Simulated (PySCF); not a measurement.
PySCF input for difluoromethane cation (CH2F2), SMILES FCF (connectivity only; charge and spin as stated), charge +1, multiplicity 2, TDA-PBE/def2-SVPD. The structure is a stationary point at B3LYP-D3(BJ)/def2-TZVP. The spin state was assumed, not searched.

```python
import numpy as np
from pyscf import gto, scf, dft, tdscf

mol = gto.M(
    atom='''
    F    -1.08686388   -0.00000000    0.27247439
    C     0.00000000    0.00000000   -0.40533433
    F     1.08686388   -0.00000000    0.27247439
    H     0.00000000   -0.82443520   -1.23626649
    H     0.00000000    0.82443520   -1.23626649
    ''',
    basis='def2-SVPD',
    charge=1,
    spin=1,
    max_memory=1600,
    verbose=4,
)
mf = dft.UKS(mol, xc='pbe').density_fit(auxbasis='def2-universal-jkfit')
mf.grids.level = 3
mf.conv_tol = 1e-9
mf.max_cycle = 100
mf.kernel()
fine, coarse = mf.grids, dft.Grids(mol).set(level=1).build(with_non0tab=True)
for _ in range(3):  # follow internal instabilities
    mf.grids = coarse
    mo, _, stable, _ = mf.stability(return_status=True, nroots=4)
    mf.grids = fine
    if stable:
        break
    mf.kernel(mf.make_rdm1(mo, mf.mo_occ))
mf.grids = dft.Grids(mol).set(level=1).build(with_non0tab=True)  # coarser grid for the response kernel
td = tdscf.TDA(mf)
td.nstates = 10
td.conv_tol = 1e-4
td.positive_eig_threshold = 1e-6
td.kernel(x0=td.get_init_guess(mf, 15))
td.analyze()
```

Program output:

```
PySCF version 2.14.0

[INPUT] verbose = 4
[INPUT] num. atoms = 5
[INPUT] num. electrons = 25
[INPUT] charge = 1
[INPUT] spin (= nelec alpha-beta = 2S) = 1
[INPUT] symmetry False subgroup None
[INPUT] Mole.unit = angstrom
[INPUT] Symbol           X                Y                Z      unit          X                Y                Z       unit  Magmom
[INPUT]  1 F     -1.086863880000   0.000000000000   0.272474390000 AA   -2.053875067882   0.000000000000   0.514901973058 Bohr   0.0
[INPUT]  2 C      0.000000000000   0.000000000000  -0.405334330000 AA    0.000000000000   0.000000000000  -0.765970872584 Bohr   0.0
[INPUT]  3 F      1.086863880000   0.000000000000   0.272474390000 AA    2.053875067882   0.000000000000   0.514901973058 Bohr   0.0
[INPUT]  4 H      0.000000000000  -0.824435200000  -1.236266490000 AA    0.000000000000  -1.557956735451  -2.336205083077 Bohr   0.0
[INPUT]  5 H      0.000000000000   0.824435200000  -1.236266490000 AA    0.000000000000   1.557956735451  -2.336205083077 Bohr   0.0

nuclear repulsion = 79.4486509254821
number of shells = 34
number of NR pGTOs = 116
number of NR cGTOs = 82
basis = def2-SVPD
ecp = {}


[settings echo left out]
init E= -238.913672052796
  alpha nocc = 13  HOMO = -0.29634192202847  LUMO = -0.00135421920132073
  beta  nocc = 12  HOMO = -0.425786956917783  LUMO = -0.29634192202847

WARN: HOMO -0.29634192202847 >= LUMO -0.29634192202847

cycle= 1 E= -238.06848150855  delta_E= 0.845  |g|= 0.395  |ddm|= 1.65
  alpha nocc = 13  HOMO = -0.64020865048294  LUMO = -0.277212311570266
  beta  nocc = 12  HOMO = -0.658610219352957  LUMO = -0.605687333476356
  HOMO = -0.640208650483  LUMO = -0.605687333476  gap/eV = 0.93937
cycle= 2 E= -237.884327960809  delta_E= 0.184  |g|= 0.84  |ddm|= 0.832
  alpha nocc = 13  HOMO = -0.641767247213158  LUMO = -0.230937542195329
  beta  nocc = 12  HOMO = -0.713334335329985  LUMO = -0.598531847564246
  HOMO = -0.641767247213  LUMO = -0.598531847564  gap/eV = 1.17650
cycle= 3 E= -238.134511171531  delta_E= -0.25  |g|= 0.0848  |ddm|= 0.57
  alpha nocc = 13  HOMO = -0.621014817452954  LUMO = -0.221298310177957
  beta  nocc = 12  HOMO = -0.685825384041852  LUMO = -0.57667625829327
  HOMO = -0.621014817453  LUMO = -0.576676258293  gap/eV = 1.20651
cycle= 4 E= -238.136794020207  delta_E= -0.00228  |g|= 0.0226  |ddm|= 0.0789
  alpha nocc = 13  HOMO = -0.621971231893261  LUMO = -0.22043196523751
  beta  nocc = 12  HOMO = -0.690003342486882  LUMO = -0.576941680194611
  HOMO = -0.621971231893  LUMO = -0.576941680195  gap/eV = 1.22532
cycle= 5 E= -238.137007347621  delta_E= -0.000213  |g|= 0.00385  |ddm|= 0.0253
  alpha nocc = 13  HOMO = -0.621811773402798  LUMO = -0.220444511014508
  beta  nocc = 12  HOMO = -0.688954905708504  LUMO = -0.57641195159472
  HOMO = -0.621811773403  LUMO = -0.576411951595  gap/eV = 1.23539
cycle= 6 E= -238.137016807867  delta_E= -9.46e-06  |g|= 0.000689  |ddm|= 0.00643
  alpha nocc = 13  HOMO = -0.621907596163851  LUMO = -0.220416512847026
  beta  nocc = 12  HOMO = -0.689095541105624  LUMO = -0.576393685805069
  HOMO = -0.621907596164  LUMO = -0.576393685805  gap/eV = 1.23850
cycle= 7 E= -238.137017128995  delta_E= -3.21e-07  |g|= 0.000131  |ddm|= 0.00107
  alpha nocc = 13  HOMO = -0.621930145647134  LUMO = -0.220426450312046
  beta  nocc = 12  HOMO = -0.689103976801197  LUMO = -0.57640312769623
  HOMO = -0.621930145647  LUMO = -0.576403127696  gap/eV = 1.23885
cycle= 8 E= -238.137017139373  delta_E= -1.04e-08  |g|= 2.77e-05  |ddm|= 0.000179
  alpha nocc = 13  HOMO = -0.621924367670672  LUMO = -0.220420784985794
  beta  nocc = 12  HOMO = -0.689100524021245  LUMO = -0.576396234088553
  HOMO = -0.621924367671  LUMO = -0.576396234089  gap/eV = 1.23888
cycle= 9 E= -238.13701713979  delta_E= -4.17e-10  |g|= 5.56e-06  |ddm|= 3.42e-05
  alpha nocc = 13  HOMO = -0.62192456402822  LUMO = -0.220421447948584
  beta  nocc = 12  HOMO = -0.68909847618247  LUMO = -0.576396547561759
  HOMO = -0.621924564028  LUMO = -0.576396547562  gap/eV = 1.23888
Extra cycle  E= -238.137017139757  delta_E= 3.34e-11  |g|= 1.18e-05  |ddm|= 1.33e-05
converged SCF energy = -238.137017139757  <S^2> = 0.75183444  2S+1 = 2.0018336
tot grids = 20728
uhf_internal: lowest eigs of H = [0.21923707 0.23678454 0.37114769 0.52606703]
<class 'pyscf.df.df_jk.DFUKS'> wavefunction is stable in the internal stability analysis
tot grids = 20728
Overwritten attributes  positive_eig_threshold  of <class 'pyscf.tdscf.uks.TDA'>


******** <class 'pyscf.tdscf.uks.TDA'> for <class 'pyscf.df.df_jk.DFUKS'> ********
nstates = 10
deg_eia_thresh = 1.000e-03
wfnsym = None
conv_tol = 0.0001
eigh lindep = 1e-12
eigh level_shift = 0
eigh max_cycle = 100


Excitation energies (eV)
[ 3.02986805  3.21362178  4.78320366  7.25281265  7.33266145  7.49317572
 10.32778311 10.75425028 10.97648862 11.18098397]

** Excitation energies and oscillator strengths **
Excited State   1:      3.02987 eV    409.21 nm  f=0.0000
      12b ->   13b      0.99975
Excited State   2:      3.21362 eV    385.81 nm  f=0.0047
      11b ->   13b     -0.99683
Excited State   3:      4.78320 eV    259.21 nm  f=0.0696
      10b ->   13b      0.97051
Excited State   4:      7.25281 eV    170.95 nm  f=0.0000
       8b ->   13b      0.99880
Excited State   5:      7.33266 eV    169.08 nm  f=0.0555
      13a ->   15a      0.12852
       9b ->   13b      0.97061
Excited State   6:      7.49318 eV    165.46 nm  f=0.0055
       7b ->   13b     -0.99244
Excited State   7:     10.32778 eV    120.05 nm  f=0.0183
      13a ->   14a     -0.92390
       6b ->   13b      0.35684
Excited State   8:     10.75425 eV    115.29 nm  f=0.0777
      13a ->   14a     -0.34943
      13a ->   16a      0.41989
       6b ->   13b     -0.81649
Excited State   9:     10.97649 eV    112.95 nm  f=0.0968
      13a ->   15a     -0.95004
       9b ->   13b      0.10666
       9b ->   17b      0.10209
      11b ->   14b      0.18313
Excited State  10:     11.18098 eV    110.89 nm  f=0.0000
      13a ->   17a      0.99848

** Transition electric dipole moments (AU) **
state          X           Y           Z        Dip. S.      Osc.
  1         0.0000     -0.0000     -0.0000      0.0000      0.0000
  2         0.0000      0.2440     -0.0000      0.0595      0.0047
  3        -0.7707      0.0000      0.0000      0.5940      0.0696
  4         0.0000      0.0000     -0.0000      0.0000      0.0000
  5         0.0000      0.0000     -0.5559      0.3091      0.0555
  6         0.0000      0.1738      0.0000      0.0302      0.0055
  7         0.0000     -0.2690      0.0000      0.0724      0.0183
  8        -0.0000     -0.5430      0.0000      0.2949      0.0777
  9         0.0000      0.0000     -0.6000      0.3600      0.0968
 10        -0.0000      0.0000     -0.0000      0.0000      0.0000

** Transition velocity dipole moments (imaginary part, AU) **
state          X           Y           Z        Dip. S.      Osc.
  1        -0.0000      0.0000      0.0000      0.0000      0.0000
  2        -0.0000     -0.0318      0.0000      0.0010      0.0057
  3         0.1048     -0.0000     -0.0000      0.0110      0.0417
  4         0.0000      0.0000      0.0000      0.0000      0.0000
  5        -0.0000      0.0000      0.0099      0.0001      0.0002
  6        -0.0000      0.0118     -0.0000      0.0001      0.0003
  7         0.0000     -0.1247      0.0000      0.0155      0.0273
  8        -0.0000     -0.0980      0.0000      0.0096      0.0162
  9         0.0000     -0.0000     -0.1437      0.0206      0.0341
 10        -0.0000      0.0000     -0.0000      0.0000      0.0000

** Transition magnetic dipole moments (imaginary part, AU) **
state          X           Y           Z
  1         0.0000      0.0000     -0.3531
  2        -0.7772     -0.0000     -0.0000
  3        -0.0000     -0.0503      0.0000
  4        -0.0000     -0.0000     -0.7665
  5        -0.0000     -0.0000      0.0000
  6        -0.3279     -0.0000      0.0000
  7         0.4863      0.0000      0.0000
  8        -0.2077     -0.0000      0.0000
  9        -0.0000     -0.0000     -0.0000
 10        -0.0000      0.0000      0.7562
```

The calculation finished and met its thresholds.

Cost: around 60 core-seconds (rough).
